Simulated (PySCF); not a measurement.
Start geometry of `C#CC1C=C1` from GFN2-xTB (Å):
```
atom  x, y, z in Å
C1     1.1061   -1.9166   -0.6174
C2     0.6076   -0.9495   -0.0597
C3     0.0255    0.1851    0.6018
C4    -1.2319    0.7673    0.1322
C5    -0.2148    1.4567   -0.1646
H6     1.4986   -2.7172   -1.1097
H7     0.3110    0.2399    1.6677
H8    -2.2981    0.6074    0.0988
H9     0.2538    2.3099   -0.5829
```

What comes out of this run: PBE0-D3(BJ)/def2-SVP geometry optimisation, gas phase in PySCF?

```
atom  x, y, z in Å
C1     0.9298   -1.9332   -0.8369
C2     0.5479   -0.9863   -0.1825
C3     0.1001    0.1414    0.6088
C4    -1.1964    0.8438    0.2954
C5    -0.1233    1.4932   -0.0210
H6     1.2671   -2.7700   -1.4197
H7     0.4381    0.0944    1.6563
H8    -2.2779    0.7426    0.3235
H9     0.3786    2.3539   -0.4544
```

The energy falls by 3.7 kcal/mol over 7 energy and gradient evaluations, the largest force component goes from 0.0569 to 2.8e-04 Eh/bohr, and the atoms move by 0.034 Å rms after alignment. The bond that changes most is C1–H6 (terminal alkyne carbon to alkyne hydrogen), which lengthens by 0.056 Å. Bonds longer at the end by more than 0.005 Å: 6 of 9; shorter: 1. Among the angles that change most is C4–C3–H7, from 120.8° to 118.8°. Rotational constants go from 20426, 3475, 3372 to 19942, 3409, 3296 MHz. The orientation of the end geometry is arbitrary; only internal coordinates are fixed.

The run used 90 basis functions and 52 SCF cycles in all.

Stationary, but not proved a minimum.
